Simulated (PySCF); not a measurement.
dimethyl sulfide (C₂H₆S), SMILES CSC.

Geometry: TPSSh-D3(BJ)/def2-TZVP.

Calculation: M06-2X/def2-TZVPD run with PySCF.

Computed frontier levels, gap, dipole moment and polarisability:
- highest occupied level: -7.48 eV
- lowest empty level: 0.52 eV
- orbital gap: 8.00 eV
- dipole moment: 1.61 D
- quadrupole, principal values (traceless, Buckingham form, about the centre of nuclear charge): -2.47, -2.00, 4.47 D·Å
- mean static polarisability: 48.9 bohr³ (7.25 Å³)
- polarisability, principal values: 41.8, 48.1, 56.9 bohr³
